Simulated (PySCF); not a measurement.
Species: C3H2NS (charge -1).
Bonds: C1–C2 (double), C2–S3, C2–C4, C4–N5 (triple). Hydrogens: H6, H7 on C1.

The same species was optimised twice, with GFN2-xTB and with PBE0-D3(BJ)/def2-SVP (PySCF), and the same property calculations (PySCF, gas phase) were run on both structures.

```tsv
coordinate	GFN2-xTB	PBE0-D3(BJ)/def2-SVP	change
C2–C4 (Å)	1.408	1.450	+0.042
C1–H6 (Å)	1.077	1.093	+0.016
C1=C2 (Å)	1.351	1.367	+0.016
C1–H7 (Å)	1.081	1.094	+0.013
C4≡N5 (Å)	1.154	1.164	+0.010
C2–S3 (Å)	1.721	1.721	0.000
C1–C2–C4 (°)	120.9	115.7	-5.2
S3–C2–C4 (°)	112.0	114.8	+2.8
C2–C4–N5 (°)	176.5	179.3	+2.8
C1–C2–S3 (°)	127.2	129.5	+2.3
C2–C1–H6 (°)	121.0	119.3	-1.7
H6–C1–H7 (°)	117.7	119.2	+1.5
C2–C1–H7 (°)	121.4	121.5	+0.1
```

Rotational constants: A = 6661, B = 3478, C = 2285 MHz (GFN2-xTB) against A = 6848, B = 3248, C = 2203 MHz (PBE0-D3(BJ)/def2-SVP). Point groups within 0.08 Å: Cs and Cs.

On the GFN2-xTB structure: HOMO (eV) -0.69 [PBE0/pcSseg-1]; LUMO (eV) 3.67 [PBE0/pcSseg-1]; GIAO shielding of C1 (ppm) 77.8 [PBE0/pcSseg-1]; GIAO shielding of C2 (ppm) 35.0 [PBE0/pcSseg-1]; GIAO shielding of S3 (ppm) 356.9 [PBE0/pcSseg-1]; GIAO shielding of C4 (ppm) 60.5 [PBE0/pcSseg-1]; GIAO shielding of N5 (ppm) -16.3 [PBE0/pcSseg-1].

Q: What do these properties become on the PBE0-D3(BJ)/def2-SVP structure?

A: 
```csv
property,level,on GFN2-xTB,on PBE0-D3(BJ)/def2-SVP,change
HOMO (eV),PBE0/pcSseg-1,-0.69,-0.75,-0.06
LUMO (eV),PBE0/pcSseg-1,3.67,3.68,+0.01
"energy, GFN2-xTB geometry as zero (kcal/mol)",PBE0/pcSseg-1,0.0,-1.4,-1.4
GIAO shielding of C1 (ppm),PBE0/pcSseg-1,77.8,72.1,-5.7
GIAO shielding of C2 (ppm),PBE0/pcSseg-1,35.0,30.6,-4.4
GIAO shielding of S3 (ppm),PBE0/pcSseg-1,356.9,388.2,+31.3
GIAO shielding of C4 (ppm),PBE0/pcSseg-1,60.5,56.8,-3.7
GIAO shielding of N5 (ppm),PBE0/pcSseg-1,-16.3,-9.3,+7.0
```

The heavy atoms differ by 0.058 Å rms after alignment. Among all bonds C2–C4 changes most (+0.042 Å). Changes are differences of the printed values. Neither structure is proved a minimum here. Geometry: PBE0-D3(BJ)/def2-SVP; no solvent, vibrations or thermal averaging.
